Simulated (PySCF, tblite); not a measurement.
# carbonyl fluoride (CF2O): geometry, infrared bands, NMR shifts, spin-spin couplings, electronic excitations and core binding energies, part 2 of 2

tblite 0.8.0 and PySCF 2.14.0. Atoms count from 0. Earlier steps stand in the parts before.

## Step 7: Ultraviolet spectrum: CAM-B3LYP/def2-SVPD

The job: settings as JSON, then the geometry in Å.

```
{"job": {"kind": "uv", "xc": "CAM-B3LYP", "basis": "def2-SVPD", "ip": true}, "charge": 0, "multiplicity": 1}
O     -0.347305     1.056812     0.793596
C     -0.062863     0.027963     0.311742
F      0.943714    -0.731039     0.656937
F     -0.698776    -0.562616    -0.664959
```

Level: TDDFT CAM-B3LYP/def2-SVPD, vertical, gas phase, core orbitals frozen in the response.

The program printed:

```text
coarse grid: 4344 points
cycle   1  E = -312.4730273798  dE =  8.622e-01  |g| = 1.010e+00  |ddm| = 2.325e+00
cycle   2  E = -312.2326211374  dE =  2.404e-01  |g| = 1.590e+00  |ddm| = 1.861e+00
cycle   3  E = -312.6650406675  dE = -4.324e-01  |g| = 1.728e-01  |ddm| = 1.210e+00
cycle   4  E = -312.6695898818  dE = -4.549e-03  |g| = 6.011e-02  |ddm| = 1.358e-01
cycle   5  E = -312.6701684580  dE = -5.786e-04  |g| = 8.494e-03  |ddm| = 3.811e-02
cycle   6  E = -312.6701828726  dE = -1.441e-05  |g| = 2.484e-03  |ddm| = 7.701e-03
cycle   7  E = -312.6701846363  dE = -1.764e-06  |g| = 5.236e-04  |ddm| = 3.690e-03
final grid: 45624 points
cycle   8  E = -312.7180275927  dE = -1.248e-05  |g| = 2.921e-03  |ddm| = 2.112e-02
cycle   9  E = -312.7180270965  dE =  4.962e-07  |g| = 3.488e-03  |ddm| = 3.768e-03
cycle  10  E = -312.7180289441  dE = -1.848e-06  |g| = 2.988e-04  |ddm| = 2.176e-03
cycle  11  E = -312.7180289562  dE = -1.205e-08  |g| = 1.916e-04  |ddm| = 3.256e-04
cycle  12  E = -312.7180289622  dE = -6.027e-09  |g| = 3.860e-05  |ddm| = 1.414e-04
cycle  13  E = -312.7180289626  dE = -3.455e-10  |g| = 6.298e-06  |ddm| = 3.603e-05
converged SCF energy = -312.7180289626

Static polarisability (au): isotropic 18.267, principal 13.712 18.634 22.454

Singlet excitations
state   eV       nm        f      main configurations
  1   7.1027    174.6   0.00000   H->L 0.99
  2   9.2349    134.3   0.03135   H->L+1 0.94
  3  10.1417    122.3   0.18058   H-1->L 0.87
  4  10.3342    120.0   0.00736   H-1->L+1 0.94
  5  10.6361    116.6   0.00000   H-2->L 0.99
  6  10.8374    114.4   0.00890   H-3->L 0.98
  7  11.6653    106.3   0.00000   H->L+4 0.97
  8  11.7275    105.7   0.00072   H->L+3 0.39, H-4->L 0.31, H-2->L+1 0.24
  9  11.8588    104.6   0.02935   H->L+3 0.45, H-4->L 0.31, H->L+5 0.11
 10  11.9791    103.5   0.00233   H->L+2 0.83, H->L+6 0.09

Triplet excitations (Tamm-Dancoff, eV): 6.5736 7.1159 8.9706 9.9168
Vertical ionisation energy (delta-SCF) = 13.7065 eV
```

Wall time 8.9 s (1 thread of Intel Xeon Platinum 8488C, shared host); peak memory 0.39 GiB.

Frontier orbitals and where they lie:

```tsv
orbital	eV	atoms
HOMO−3	-15.37	O0 48 %, F3 20 %, F2 20 %
HOMO−2	-15.07	F2 46 %, F3 46 %, C1 4 %
HOMO−1	-13.25	O0 56 %, C1 18 %, F3 13 %
HOMO	-12.07	O0 72 %, F3 10 %, F2 10 %
LUMO	0.56	C1 43 %, O0 33 %, F2 12 %
LUMO+1	0.73	C1 59 %, F2 14 %, F3 14 %
LUMO+2	2.92	O0 40 %, F3 30 %, F2 30 %
```

With each of the 10 states as a Gaussian band of 0.4 eV half-width at 1/e, the curve within the window shown has maxima at 133 nm (ε 1,300), 122 nm (ε 7,600), 105 nm (ε 1,300) L/(mol cm). Beyond the last state computed it falls off for lack of states. The curve at chosen wavelengths:

nm, ε (L/mol/cm) and a bar:
```
      101        452 ##
      105       1280 #####
      108        559 ##
      112        325 #
      115        995 ####
      119       4892 ###################
      122       7563 ##############################
      126       4367 #################
      129       1807 #######
      133       1320 #####
      137       1034 ####
      140        522 ##
      144        112 
      147         23 
      151          2 
      154          0 
      158          0 
      162          0 
      165          0 
      169          0 
      172          0 
      176          0 
      179          0 
      183          0 
      186          0 
      190          0
```

Further results of this job:

```tsv
property	computed	measured
dipole moment (D)	1.11	0.95
polarisability (Å³)	2.71	–
HOMO–LUMO gap (eV)	12.63	–
−ε(HOMO) (eV)	12.07	–
```

Measured: gas; NIST CCCBDB Release 22 (SRD 101), experimental dipoles.

## Step 8: Shielding tensors: PBE0/pcSseg-2

The job: settings as JSON, then the geometry in Å.

```
{"job": {"kind": "nmr", "xc": "PBE0", "basis": "pcSseg-2", "pop": false}, "charge": 0, "multiplicity": 1}
O     -0.347305     1.056812     0.793596
C     -0.062863     0.027963     0.311742
F      0.943714    -0.731039     0.656937
F     -0.698776    -0.562616    -0.664959
```

Method: GIAO PBE0/pcSseg-2 NMR shielding, non-relativistic, gas phase.

The program printed:

```text
coarse grid: 4344 points
cycle   1  E = -312.6769150133  dE =  8.618e-01  |g| = 1.003e+00  |ddm| = 1.471e+00
cycle   2  E = -312.2298712829  dE =  4.470e-01  |g| = 1.898e+00  |ddm| = 1.113e+00
cycle   3  E = -312.8403373994  dE = -6.105e-01  |g| = 2.580e-01  |ddm| = 7.999e-01
cycle   4  E = -312.8502113750  dE = -9.874e-03  |g| = 7.754e-02  |ddm| = 1.195e-01
cycle   5  E = -312.8510787831  dE = -8.674e-04  |g| = 8.081e-03  |ddm| = 2.486e-02
cycle   6  E = -312.8510904475  dE = -1.166e-05  |g| = 1.921e-03  |ddm| = 4.143e-03
cycle   7  E = -312.8510911002  dE = -6.527e-07  |g| = 4.305e-04  |ddm| = 9.663e-04
final grid: 45624 points
cycle   8  E = -312.8460247301  dE = -3.722e-05  |g| = 7.431e-03  |ddm| = 1.992e-02
cycle   9  E = -312.8460003933  dE =  2.434e-05  |g| = 1.399e-02  |ddm| = 7.932e-03
cycle  10  E = -312.8460339074  dE = -3.351e-05  |g| = 9.293e-04  |ddm| = 5.412e-03
cycle  11  E = -312.8460340351  dE = -1.277e-07  |g| = 1.499e-04  |ddm| = 3.639e-04
cycle  12  E = -312.8460340380  dE = -2.908e-09  |g| = 1.688e-05  |ddm| = 4.422e-05
cycle  13  E = -312.8460340381  dE = -4.809e-11  |g| = 5.579e-06  |ddm| = 1.016e-05
converged SCF energy = -312.8460340381

GIAO shielding tensors (ppm)
atom      isotropic    diamagn.    paramagn.     s11        s22        s33       span
  0 O       13.368     392.085    -378.716   -167.464    -50.005    257.575    425.039
  1 C       38.281     252.263    -213.982    -70.641     33.723    151.762    222.403
  2 F      198.481     468.454    -269.974     53.188    211.193    331.061    277.873
  3 F      198.374     469.110    -270.736     53.291    211.217    330.614    277.322
```

It took 4.2 s on 1 thread of Intel Xeon Platinum 8488C, shared host; peak memory 0.67 GiB.

Key values: δ C1 145.8, O0 314.8, F2 -22.6 ppm (means over like atoms).

## Step 9: Core-electron binding energies: SCAN, X2C

The job: settings as JSON, then the geometry in Å.

```
{"job": {"kind": "xps"}, "charge": 0, "multiplicity": 1}
O     -0.347305     1.056812     0.793596
C     -0.062863     0.027963     0.311742
F      0.943714    -0.731039     0.656937
F     -0.698776    -0.562616    -0.664959
```

With the program's defaults for keys left out, this is: delta-SCF UKS SCAN, pcX-2 on the ionised atom, pcseg-1 elsewhere, spin-free X2C.

The program printed:

```text
ground state, core basis on atom 0 (O), 87 functions
  cycle   1  E = -312.98360696  |g| = 1.01e+00
  cycle   2  E = -312.15867301  |g| = 2.31e+00
  cycle   3  E = -313.13181780  |g| = 3.85e-01
  cycle   4  E = -313.15528286  |g| = 1.19e-01
  cycle   5  E = -313.15746400  |g| = 1.65e-02
  cycle   6  E = -313.15749729  |g| = 6.66e-03
  cycle   7  E = -313.15750504  |g| = 1.84e-03
  cycle   8  E = -313.15750664  |g| = 1.03e-03
  cycle   9  E = -313.15750684  |g| = 4.36e-05
  E(ground) = -313.15196018 Eh
hole in O 1s of atom 0
  cycle   1  E = -292.50249085  |g| = 2.21e+00
  cycle   2  E = -291.98280270  |g| = 2.25e+00
  cycle   3  E = -293.13662786  |g| = 6.98e-01
  cycle   4  E = -293.23126835  |g| = 4.36e-01
  cycle   5  E = -293.29004842  |g| = 8.40e-02
  cycle   6  E = -293.29242493  |g| = 1.88e-02
  cycle   7  E = -293.29255693  |g| = 3.97e-03
  cycle   8  E = -293.29255280  |g| = 5.06e-03
  cycle   9  E = -293.29256215  |g| = 4.76e-04
  E(ion) = -293.29108682 Eh   <S^2> = 0.7640   hole on atom = 1.000   binding energy = 540.442 eV
ground state, core basis on atom 1 (C), 87 functions
  cycle   1  E = -313.14053409  |g| = 9.55e-02
  cycle   2  E = -313.13553255  |g| = 1.81e-01
  cycle   3  E = -313.14148701  |g| = 2.64e-02
  cycle   4  E = -313.14158053  |g| = 1.47e-02
  cycle   5  E = -313.14161313  |g| = 6.26e-04
  cycle   6  E = -313.14161433  |g| = 1.60e-04
  E(ground) = -313.13869584 Eh
hole in C 1s of atom 1
  cycle   1  E = -301.63582471  |g| = 1.49e+00
  cycle   2  E = -300.39985885  |g| = 2.33e+00
  cycle   3  E = -301.86487518  |g| = 8.35e-01
  cycle   4  E = -301.97365575  |g| = 6.40e-01
  cycle   5  E = -302.12667776  |g| = 1.53e-01
  cycle   6  E = -302.13406868  |g| = 2.36e-02
  cycle   7  E = -302.13429686  |g| = 6.58e-03
  cycle   8  E = -302.13433569  |g| = 5.82e-03
  cycle   9  E = -302.13435554  |g| = 3.29e-03
  cycle  10  E = -302.13438018  |g| = 1.41e-03
  cycle  11  E = -302.13438695  |g| = 4.19e-04
  E(ion) = -302.13255243 Eh   <S^2> = 0.7940   hole on atom = 1.000   binding energy = 299.492 eV
ground state, core basis on atom 2 (F), 87 functions
  cycle   1  E = -313.17282121  |g| = 1.22e-01
  cycle   2  E = -313.17145064  |g| = 1.04e-01
  cycle   3  E = -313.17193528  |g| = 8.62e-02
  cycle   4  E = -313.17312538  |g| = 1.94e-02
  cycle   5  E = -313.17319067  |g| = 7.79e-04
  cycle   6  E = -313.17319209  |g| = 3.95e-04
  E(ground) = -313.17260285 Eh
hole in F 1s of atom 2
  cycle   1  E = -286.73452969  |g| = 2.58e+00
  cycle   2  E = -286.16548699  |g| = 2.44e+00
  cycle   3  E = -287.14589559  |g| = 1.08e+00
  cycle   4  E = -287.46176939  |g| = 6.22e-01
  cycle   5  E = -287.59243296  |g| = 1.85e-01
  cycle   6  E = -287.60207840  |g| = 8.56e-02
  cycle   7  E = -287.60444870  |g| = 1.06e-02
  cycle   8  E = -287.60449302  |g| = 2.48e-03
  cycle   9  E = -287.60449605  |g| = 4.97e-04
  E(ion) = -287.61085759 Eh   <S^2> = 0.7575   hole on atom = 1.000   binding energy = 695.571 eV
```

Run time: 3.7 s. Hardware: 1 thread of Intel Xeon Platinum 8488C, shared host; peak memory 0.31 GiB.

Binding energies by hole, beside the orbital energy of the ground state; the difference holds orbital relaxation and, for a density functional, its self-interaction error:

```tsv
hole	stands for	environment	ΔSCF (eV)	−ε (eV)	⟨S²⟩
O1s on O0	O0	carbonyl oxygen	540.44	518.0	0.764
C1s on C1	C1	carbonyl carbon	299.49	280.7	0.794
F1s on F2	F2, F3	fluorine bonded to C	695.57	669.0	0.758
```

Each hole run stands for the others of its class of like atoms.

## Step 10: Side by side: NMR shifts

Shifts (ppm), means over like atoms, with basis size and wall time:

```tsv
run	C1	O0	F2	functions	time
PBE0/pcSseg-1	143.3	322.7	-21.8	68	2.3 s
PBE0/pcSseg-2	145.8	314.8	-22.6	144	4.2 s
```

## Step 11: What came out

This closing draws on all 2 parts.

| quantity | value |
| --- | --- |
| strongest single infrared mode (GFN2-xTB) | 1980 cm⁻¹, 586 km/mol |
| zero-point energy (GFN2-xTB) | 8.2 kcal/mol |
| point group | C2v |
| rotational constants (main isotopes) | 11.90, 11.84, 5.93 GHz |
| 13C shifts against TMS (PBE0/pcSseg-1) | 143.3 ppm |
| 17O shifts against H2O (PBE0/pcSseg-1) | 322.7 ppm |
| 19F shifts against CFCl3 (PBE0/pcSseg-1, means over atoms taken as alike) | -21.8 ppm |
| measured, and computed on the same scale | F2 σ 221.2, 199.1 ppm |
| largest coupling of the table (B3LYP/pcJ-1) | 1J(C,F) C1–F2, -403.6 Hz |
| lowest singlet (CAM-B3LYP/def2-SVPD) | 7.10 eV (175 nm), f = 0.000 |
| brightest single state of those computed | state 3, 10.14 eV, f = 0.181 |
| lowest triplet | 6.57 eV |
| vertical ionisation energy (ΔSCF) | 13.71 eV |
| O1s binding energies, SCAN/pcX-2 | O0 540.44 eV |
| C1s binding energies, SCAN/pcX-2 | C1 299.49 eV |
| F1s binding energies, SCAN/pcX-2 | F2 695.57 eV |
| range of the shift of O0 | 314.8 to 322.7 ppm |

**Reading.** All 6 modes are real, so the xTB geometry is a minimum. The strongest single mode, at 1980 cm⁻¹, moves mainly C1 and O0. GFN2-xTB is a fitted tight-binding method: band positions and strengths are rough. Its intensities can rank the bands wrongly. The one measured 19F shielding is missed by -22.1 ppm (computed less measured, unscaled). Vibration and temperature are missing from the calculation, so part of the miss against the measured shifts is not the functional's. Density functionals describe couplings to fluorine poorly, F–F couplings above all, so those rows are rough. The one measured coupling, C1–F2, differs from the computed size by 95.6 Hz; vibrational averaging and surroundings are not included. The first singlet state (HOMO→LUMO 0.99) lies at 7.10 eV and is dark; of the 10 states computed, the strongest absorption comes from state 3 at 10.14 eV. The lowest triplet lies 0.53 eV below the lowest singlet (triplets in Tamm-Dancoff, singlets in full TDDFT). The orbital energy would give 12.07 eV for ionisation, ΔSCF gives 13.71 eV. The dipole moment, 1.11 D, compares with 0.95 D measured. In ppm, O0 moves most: its shift spreads over 7.9 ppm, from 314.8 (PBE0/pcSseg-2) to 322.7 (PBE0/pcSseg-1). Most of that comes from the computed reference, not from the atom's own shielding.
